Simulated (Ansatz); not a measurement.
# BFH4: a nudged elastic band in two tries

Wanted: a band of images between two relaxed ends, and a check that the input is sound.

Method: RKS B3LYP/def2-SVP, in Ansatz 0.2.0.

**1. The system as given**

Bond lengths: B1–F2 1.319 Å, B1–H3 1.207 Å, B1–H4 1.207 Å. Angles: F2–B1–H3 117.9°, F2–B1–H4 117.9°, H3–B1–H4 124.3°.

Structure file:

```xyz
6

B    -0.0103    0.4735    0.0236
F    -0.0225    0.9924    1.2366
H     1.0612    0.2922   -0.5014
H    -1.0718    0.2258   -0.4944
H     0.0799   -2.3877    0.6434
H     0.0750   -2.1221    1.3565
```

**2. The run**

input.yaml reads:

```yaml
crystal:
  periodic: [false, false, false]
  atoms:
    - { symbol: B, position_ang: [-0.010303, 0.47351, 0.02357] }
    - { symbol: F, position_ang: [-0.022454, 0.992388, 1.236563] }
    - { symbol: H, position_ang: [1.061153, 0.292188, -0.501424] }
    - { symbol: H, position_ang: [-1.071838, 0.225776, -0.494385] }
    - { symbol: H, position_ang: [0.079878, -2.387684, 0.643375] }
    - { symbol: H, position_ang: [0.074964, -2.122077, 1.356501] }
basis:
  gaussian: { orbitals: def2-SVP }
hamiltonian:
  xc: b3lyp
neb:
  order_check: false
  images: 7
  f_tol: 0.05
  max_iterations: 8
  final_atoms:
    - { symbol: B, position_ang: [0.01407556, -0.35121177, -0.25132864] }
    - { symbol: F, position_ang: [0.01157575, -0.05545012, 1.70017469] }
    - { symbol: H, position_ang: [1.03761508, 0.22666855, -0.51425919] }
    - { symbol: H, position_ang: [-1.04457002, 0.16287415, -0.50752895] }
    - { symbol: H, position_ang: [0.05145214, -1.55650609, -0.11662448] }
    - { symbol: H, position_ang: [0.0412515, -0.95227372, 1.95376657] }
  initial_path:
    images:
      - { positions_ang: [[-0.010303, 0.47351, 0.02357], [-0.022454, 0.992388, 1.236563], [1.061153, 0.292188, -0.501424], [-1.071838, 0.225776, -0.494385], [0.079878, -2.387684, 0.643375], [0.074964, -2.122077, 1.356501]] }
      - { positions_ang: [[-0.0079272, 0.35668455, 0.01944833], [-0.01701724, 0.73887101, 1.34663486], [1.05328109, 0.2236539, -0.52303278], [-1.06171128, 0.17289131, -0.51774081], [0.07594341, -2.14424363, 0.59583786], [0.06883122, -1.87375615, 1.34305254]] }
      - { positions_ang: [[-0.0055514, 0.23985911, 0.01532666], [-0.01158048, 0.48535402, 1.45670673], [1.04540918, 0.15511981, -0.54464157], [-1.05158455, 0.12000662, -0.54109663], [0.07200881, -1.90080325, 0.54830072], [0.06269844, -1.6254353, 1.32960409]] }
      - { positions_ang: [[-0.0031756, 0.12303366, 0.011205], [-0.00614372, 0.23183702, 1.56677859], [1.03753727, 0.08658571, -0.56625035], [-1.04145783, 0.06712193, -0.56445244], [0.06807422, -1.65736288, 0.50076358], [0.05656565, -1.37711445, 1.31615563]] }
      - { positions_ang: [[-0.0007998, 0.00620822, 0.00708333], [-0.00070696, -0.02167997, 1.67685045], [1.02966536, 0.01805162, -0.58785914], [-1.03133111, 0.01423724, -0.58780826], [0.06413962, -1.41392251, 0.45322644], [0.05043287, -1.1287936, 1.30270718]] }
      - { positions_ang: [[0.00291904, -0.08314678, -0.05751966], [0.00236372, -0.03012251, 1.68268151], [1.03165279, 0.07020585, -0.56945915], [-1.03464084, 0.05139647, -0.56773843], [0.06096775, -1.44956841, 0.31076371], [0.04813753, -1.08466363, 1.46547202]] }
      - { positions_ang: [[0.00663788, -0.17250178, -0.12212266], [0.00543439, -0.03856505, 1.68851257], [1.03364022, 0.12236008, -0.55105916], [-1.03795057, 0.08855569, -0.5476686], [0.05779588, -1.4852143, 0.16830098], [0.04584219, -1.04053366, 1.62823687]] }
      - { positions_ang: [[0.01035672, -0.26185677, -0.18672565], [0.00850507, -0.04700758, 1.69434363], [1.03562765, 0.17451432, -0.53265918], [-1.04126029, 0.12571492, -0.52759878], [0.05462401, -1.5208602, 0.02583825], [0.04354684, -0.99640369, 1.79100172]] }
      - { positions_ang: [[0.01407556, -0.35121177, -0.25132864], [0.01157575, -0.05545012, 1.70017469], [1.03761508, 0.22666855, -0.51425919], [-1.04457002, 0.16287415, -0.50752895], [0.05145214, -1.55650609, -0.11662448], [0.0412515, -0.95227372, 1.95376657]] }
  n_images: 5
```

Command:

```bash
$ ansatz run input.yaml --threads 1 --pin off --max-ram 2048MiB --backend cpu --events-out ev --progress --plain --runs-dir out
```

**Question.** What will these runs give? Wanted: first try.

As calculated:

```
 quantity                                                                               value
first try                                                                             refused
    cause  one key bears a name from other programs (dt, n_images) that this one doesn't know
```

In words: The fault in the first input was caught at the input check and cost nothing.
